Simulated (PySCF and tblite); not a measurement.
3,3-dimethyl-1-butene, C₆H₁₂, numbered as in [CH2:1]=[CH:2][C:3]([CH3:4])([CH3:5])[CH3:6].

Level: PBE0-D3(BJ)/def2-SVP (IEF-PCM, chloroform)//GFN2-xTB, thermal terms from GFN2-xTB, symmetry numbers and mirror pairs counted. Conformers within 3 kcal/mol (GFN2-xTB free energy) were kept, 10 at most. GIAO shieldings: KT2/pcSseg-1 (IEF-PCM, chloroform). Shifts are against TMS (¹H), TMS (¹³C) at the same level. (PySCF 2.14, tblite 0.8.)

Torsions listed: C1–C2–C3–C4.

```
conformer  shape  weight %  dipole D
        1   121°     100.0      0.46
```

(1) How do the computed shifts compare with measured ones?

Answers

(1) 
```json
{"nucleus": "¹H", "signal": "H2", "leading conformer": "6.25", "average": "6.25", "measured": "5.85", "medium": "CDCl3"}
{"nucleus": "¹H", "signal": "H4/H5/H6", "leading conformer": "1.10", "average": "1.10", "measured": "1.01", "medium": "CDCl3"}
{"nucleus": "¹³C", "signal": "C1", "leading conformer": "105.6", "average": "105.6", "measured": "108.9", "medium": "CDCl3"}
{"nucleus": "¹³C", "signal": "C2", "leading conformer": "150.6", "average": "150.6", "measured": "149.9", "medium": "CDCl3"}
{"nucleus": "¹³C", "signal": "C3", "leading conformer": "39.8", "average": "39.8", "measured": "33.7", "medium": "CDCl3"}
{"nucleus": "¹³C", "signal": "C4/C5/C6", "leading conformer": "30.5", "average": "30.5", "measured": "29.2", "medium": "CDCl3"}
```

Measured values: Pretsch, Buehlmann, Badertscher, Structure Determination of Organic Compounds, 4th ed. (2009); Stadelmann, Balmer, Riniker, Ebert, PCCP 2022; The use of chemical shift calculations in the conformational analysis of substituted benzenes, New J. Chem. 2019 (ESI). Mean difference for ¹H: 0.25 ppm, scatter 0.16 ppm. Mean difference for ¹³C: 1.20 ppm, scatter 3.34 ppm. The computed shifts are unscaled and lack vibrational corrections.
